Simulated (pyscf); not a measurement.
PySCF, gas phase, ωB97X-D3(BJ)/def2-SVP geometries.

**Question.** How much does it cost (ΔH, 298 K, ωB97M-D3(BJ)/def2-TZVP) to split H₃C–CH₂–NH–GaH₂ at its C–C bond into CH₃• + •H₂C–NH–GaH₂?

**Answer.** C–C to CH₃• + •H₂C–NH–GaH₂: 327.8 kJ/mol. The 7 functionals that were run give +287.7 (r²SCAN) to +331.9 kJ/mol (ωB97X-D3(BJ)). The radicals are drawn with the spin at the cut bond; how far it spreads was not checked. H₃C–CH₂–NH–GaH₂ lies 94.6 kJ/mol over its isomer H₃C–Ga(CH₃)–NH₂, and others may lie lower still (electronic energy, ωB97M-D3(BJ)). •H₂C–NH–GaH₂ lies 114.6 kJ/mol over its isomer [H₃C–Ga–NH₂]•, and others may lie lower still (electronic energy, ωB97M-D3(BJ)). Elements up to Kr have no core potential and no relativistic terms here.
